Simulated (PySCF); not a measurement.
Atomic charges against the basis set

Compound: propionyl chloride, C₃H₅ClO.
Numbering: `[CH3:1][CH2:2][C:3](=[O:4])[Cl:5]` (hydrogens: H6, H7, H8 on C1; H9, H10 on C2)

PBE0 throughout (PySCF), one geometry, spherical d and f functions. One conformer (not necessarily the lowest) at the PBE0-D3(BJ)/def2-SVP geometry, without solvent, vibrations or thermal averaging. Atoms taken as equivalent share a column and are averaged.

Mulliken charges (e):

```json
{"basis": "pcSseg-0", "functions": "59", "C1": "-0.639", "C2": "-0.564", "C3": "+0.248", "O4": "-0.373", "Cl5": "-0.005", "H6/H7/H8": "+0.252", "H9/H10": "+0.289"}
{"basis": "cc-pVDZ", "functions": "99", "C1": "-0.079", "C2": "-0.093", "C3": "+0.068", "O4": "-0.137", "Cl5": "-0.116", "H6/H7/H8": "+0.060", "H9/H10": "+0.088"}
{"basis": "aug-cc-pVDZ", "functions": "164", "C1": "+0.522", "C2": "+0.446", "C3": "+0.068", "O4": "-0.440", "Cl5": "-0.153", "H6/H7/H8": "-0.103", "H9/H10": "-0.067"}
{"basis": "cc-pVTZ", "functions": "224", "C1": "-0.289", "C2": "-0.182", "C3": "+0.212", "O4": "-0.181", "Cl5": "-0.154", "H6/H7/H8": "+0.110", "H9/H10": "+0.132"}
{"basis": "IGLO-III", "functions": "234", "C1": "-0.323", "C2": "-0.261", "C3": "+0.317", "O4": "-0.366", "Cl5": "-0.031", "H6/H7/H8": "+0.126", "H9/H10": "+0.143"}
```

IAO charges (e):

```tsv
basis	functions	C1	C2	C3	O4	Cl5	H6/H7/H8	H9/H10
pcSseg-0	59	-0.425	-0.317	+0.321	-0.298	-0.112	+0.157	+0.181
cc-pVDZ	99	-0.413	-0.299	+0.376	-0.330	-0.127	+0.150	+0.171
aug-cc-pVDZ	164	-0.424	-0.304	+0.387	-0.347	-0.125	+0.154	+0.176
cc-pVTZ	224	-0.428	-0.307	+0.388	-0.347	-0.123	+0.155	+0.176
IGLO-III	234	-0.428	-0.307	+0.385	-0.352	-0.115	+0.155	+0.176
```

Hirshfeld charges (e):

| basis | functions | C1 | C2 | C3 | O4 | Cl5 | H6/H7/H8 | H9/H10 |
| --- | --- | --- | --- | --- | --- | --- | --- | --- |
| pcSseg-0 | 59 | -0.100 | -0.054 | +0.187 | -0.178 | -0.084 | +0.043 | +0.050 |
| cc-pVDZ | 99 | -0.106 | -0.062 | +0.188 | -0.176 | -0.090 | +0.045 | +0.055 |
| aug-cc-pVDZ | 164 | -0.119 | -0.078 | +0.182 | -0.193 | -0.065 | +0.051 | +0.060 |
| cc-pVTZ | 224 | -0.115 | -0.071 | +0.186 | -0.190 | -0.075 | +0.049 | +0.059 |
| IGLO-III | 234 | -0.118 | -0.079 | +0.178 | -0.199 | -0.051 | +0.050 | +0.059 |

**Question.** Which scheme is steadiest as the basis changes?

**Answer.** Largest range over the bases for any column: Hirshfeld 0.04 e, IAO 0.07 e, Mulliken 1.16 e. Hirshfeld charges move least and Mulliken charges most, counted in e.

**Question.** How much do the charges still move between the two largest bases, cc-pVTZ and IGLO-III?

**Answer.** At most, over all atoms: Mulliken 0.185 e, IAO 0.008 e, Hirshfeld 0.025 e.

**Question.** What do the same runs give for the total energy, the frontier levels and the dipole moment?

**Answer.** 
| basis | energy (Eh) | HOMO (eV) | LUMO (eV) | μ (D) |
| --- | --- | --- | --- | --- |
| pcSseg-0 | -651.4057 | -8.70 | -1.14 | 3.10 |
| cc-pVDZ | -652.4090 | -8.36 | -0.71 | 2.80 |
| aug-cc-pVDZ | -652.4242 | -8.55 | -1.03 | 2.92 |
| cc-pVTZ | -652.4805 | -8.49 | -0.90 | 2.85 |
| IGLO-III | -652.4796 | -8.50 | -0.96 | 2.85 |

The dipole is fixed by the density alone, so its range of 0.30 D shows that the density itself changes with the basis, not only its division among atoms.
